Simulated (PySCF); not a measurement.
Compound: C5H10P (charge -1).
InChI=1S/C5H10P/c1-3-5-6-4-2/h3H,1,4-5H2,2H3/q-1

Torsions of this conformer, `[CH2:1]=[CH:2][CH2:3][P-:4][CH2:5][CH3:6]`: C1–C2–C3–P4 -107°, C2–C3–P4–C5 -84°, C3–P4–C5–C6 -78°.

The closed-shell ground state was solved at several levels (PySCF, density fitting, gas phase, non-relativistic). One conformer (not necessarily the lowest) at the GFN2-xTB geometry, without solvent, vibrations or thermal averaging. Where the HOMO energy is positive, the finite basis confines the outermost electrons. No diffuse functions stand in pcSseg-1, which bears on an anion's orbital energies.

| level | basis functions | HOMO (eV) | LUMO (eV) | gap (eV) |
| --- | --- | --- | --- | --- |
| PBE0/pcSseg-1 | 159 | 1.18 | 4.87 | 3.69 |
| wB97X-D/def2-SVPD | 204 | -0.70 | 5.87 | 6.57 |

(1) Estimate the row for PBE0/def2-SVPD, a basis of 204 functions; the other rows only guide the guess.

(2) Over all these levels, which gives the widest orbital gap and which the narrowest?

Answers

(1) HOMO 0.95 eV, LUMO 4.27 eV, gap 3.32 eV.

(2) wB97X-D/def2-SVPD (range-separated hybrid) has the widest, 6.57 eV, and PBE0/def2-SVPD (global hybrid, 25 % exact exchange) the narrowest, 3.32 eV. The two share the basis. From the narrowest to the widest the HOMO moves by -1.65 eV and the LUMO by +1.60 eV.
